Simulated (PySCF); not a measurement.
CH3Cl. Atoms are numbered in the order given.

```xyz
5

C      0.0000     0.0000    -1.1338
Cl     0.0000     0.0000     0.6606
H      0.8925     0.5153    -1.4756
H      0.0000    -1.0306    -1.4756
H     -0.8925     0.5153    -1.4756
```
Charge 0, spin multiplicity 1.

Coordinates come from a B3LYP-D3(BJ)/def2-TZVP optimisation.

Level of theory: M06-2X/def2-TZVPD in PySCF.

Computed frontier levels, gap, dipole moment and polarisability:
```yaml
highest_occupied_level: -9.86 eV
lowest_empty_level: 0.40 eV
orbital_gap: 10.26 eV
dipole_moment: 0.412 e·Å
quadrupole, principal values (traceless, Buckingham form, about the centre of nuclear charge): -0.91, -0.91, 1.83 D·Å
mean_static_polarisability: 29.5 bohr³ (4.37 Å³)
polarisability_principal_values: 26.1, 26.1, 36.2 bohr³
```
